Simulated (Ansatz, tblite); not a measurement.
Removing and adding an electron: SiF2. The state is a singlet with charge 0. Geometry: r2SCAN-D4/def2-TZVP. Ansatz, gas phase; energy differences of separate SCF runs; the oxidised species was run as a doublet alone; the reduced species was run as a doublet alone.

```xyz
3

Si   -0.262    0.293    0.559
F    -0.278    0.795   -0.964
F     0.540   -1.088    0.404
```

The xTB rows come from tblite. Correlated methods freeze 7 core orbitals.

```
               level  −HOMO (eV)  vertical IE (eV)  −LUMO (eV)  vertical EA (eV)  HOMO–LUMO gap (eV)  IE − EA (eV)                       remarks
            GFN1-xTB       10.82             15.77        6.35              3.24                4.47         12.54                             –
            GFN2-xTB       10.73             15.57        7.13              2.43                3.60         13.14                             –
       HF/def2-TZVPD           –                 –           –             -0.24                   –             –                             –
       HF/def2-TZVPP           –             10.17           –                 –                   –             –                             –
    PBE-D4/def2-TZVP        7.09             10.84        2.96                 –                4.12             –                             –
   PBE-D4/def2-TZVPD        7.19                 –        3.07              0.08                4.12             –  HOMO above zero (-1 doublet)
 r2SCAN-D4/def2-TZVP        7.32             10.79        2.88                 –                4.45             –                             –
r2SCAN-D4/def2-TZVPD        7.39                 –        2.95              0.19                4.44             –  HOMO above zero (-1 doublet)
   PBE0-D4/def2-TZVP        8.31             10.98        2.14                 –                6.17             –                             –
  PBE0-D4/def2-TZVPD        8.38                 –        2.23              0.16                6.16             –  HOMO above zero (-1 doublet)
      MP2/def2-TZVPD           –                 –           –             -0.17                   –             –                             –
      MP2/def2-TZVPP           –             10.85           –                 –                   –             –                             –
     CCSD/def2-TZVPD           –                 –           –             -0.08                   –             –                             –
     CCSD/def2-TZVPP           –             11.09           –                 –                   –             –                             –
  CCSD(T)/def2-TZVPD           –                 –           –             -0.08                   –             –                             –
  CCSD(T)/def2-TZVPP           –             11.07           –                 –                   –             –                             –
```

   A HOMO above zero means that the electron is unbound at that level or that self-interaction error raises the level; the energy of removing that electron tells which. Raw xTB energy differences between charge states are shifted by several eV; the methods need an empirical correction for them. A negative affinity means that the extra electron isn't bound; its size then hangs on the basis.
